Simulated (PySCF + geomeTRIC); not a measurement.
Method: PySCF + geomeTRIC with TPSSh-D3(BJ)/def2-TZVP. fastk is a local helper that only speeds up exchange builds. No frequencies were computed at this level.

```python
import json, numpy as np
from pyscf import gto, dft
from fastk import lowrank_exchange
atoms = """
C     -0.038029     0.335498    -0.000000
O      1.039738    -0.145241    -0.000003
H     -1.001709    -0.190257     0.000004
"""
def scf(charge, spin, dm0=None):
    mol = gto.M(atom=atoms, basis='def2-tzvp', ecp={}, charge=charge, spin=spin, verbose=3, max_memory=3780)
    mf = dft.KS(mol, xc='tpssh').density_fit(auxbasis="def2-universal-jkfit")
    mf.disp = 'd3bj'
    mf.grids.level = 3
    mf.conv_tol = 1e-8
    mf.max_cycle = 60
    mf.kernel(dm0)
    if not mf.converged:
        mf = mf.newton().run(mf.mo_coeff, mf.mo_occ).undo_soscf()
    return mf
mf = scf(0, 1)
lowrank_exchange(mf)  # same exchange matrices as the stock routine, built faster for response steps
mo, _, stable, _ = mf.stability(return_status=True)
if not stable:
    mf.kernel(mf.make_rdm1(mo, mf.mo_occ))
del mf.get_jk
from pyscf.geomopt.geometric_solver import kernel as optimize
path = []
done, mol = optimize(mf, maxsteps=80, assert_convergence=False, callback=lambda env: path.append((env["energy"], bool(env["g_scanner"].converged))))
res = dict(converged=bool(done and path[-1][1]), energy=path[-1][0], path=[e for e, c in path], xyz=mol.atom_coords(unit="Angstrom").tolist(), nao=mol.nao)
json.dump(res, open("result.json", "w"))
```

Output:

```
converged SCF energy = -113.904077186607  <S^2> = 0.75428087  2S+1 = 2.0042763
<class 'pyscf.df.df_jk.DFUKS'> wavefunction is stable in the internal stability analysis
Geometry optimization cycle 1
converged SCF energy = -113.904077185662  <S^2> = 0.75428168  2S+1 = 2.0042771
cycle 1: E = -113.904077186  dE = -113.904  norm(grad) = 0.0259568
Geometry optimization cycle 2
converged SCF energy = -113.904632041372  <S^2> = 0.75449503  2S+1 = 2.00449
cycle 2: E = -113.904632041  dE = -0.000554856  norm(grad) = 0.00599625
Geometry optimization cycle 3
converged SCF energy = -113.904659628685  <S^2> = 0.75456039  2S+1 = 2.0045552
cycle 3: E = -113.904659629  dE = -2.75873e-05  norm(grad) = 0.000828179
Geometry optimization cycle 4
converged SCF energy = -113.90465994495  <S^2> = 0.75456595  2S+1 = 2.0045607
cycle 4: E = -113.904659945  dE = -3.16265e-07  norm(grad) = 9.37062e-05
<class 'geometric.internal.Distance'> : 2
<class 'geometric.internal.Angle'> : 1
<class 'geometric.internal.TranslationX'> : 1
<class 'geometric.internal.TranslationY'> : 1
<class 'geometric.internal.TranslationZ'> : 1
<class 'geometric.internal.RotationA'> : 1
<class 'geometric.internal.RotationB'> : 1
<class 'geometric.internal.RotationC'> : 1
Step    0 : Gradient = 1.499e-02/2.045e-02 (rms/max) Energy = -113.9040771857
Step    1 : Displace = 1.526e-02/2.078e-02 (rms/max) Trust = 1.000e-01 (=) Grad = 3.462e-03/4.615e-03 (rms/max) E (change) = -113.9046320414 (-5.549e-04) Quality = 1.164
Step    2 : Displace = 2.941e-03/3.779e-03 (rms/max) Trust = 1.414e-01 (+) Grad = 4.781e-04/6.694e-04 (rms/max) E (change) = -113.9046596287 (-2.759e-05) Quality = 1.081
Step    3 : Displace = 2.969e-04/3.833e-04 (rms/max) Trust = 2.000e-01 (+) Grad = 5.410e-05/8.669e-05 (rms/max) E (change) = -113.9046599450 (-3.163e-07) Quality = 0.879
Converged! =D
```

Cost: very roughly 50 core-seconds.
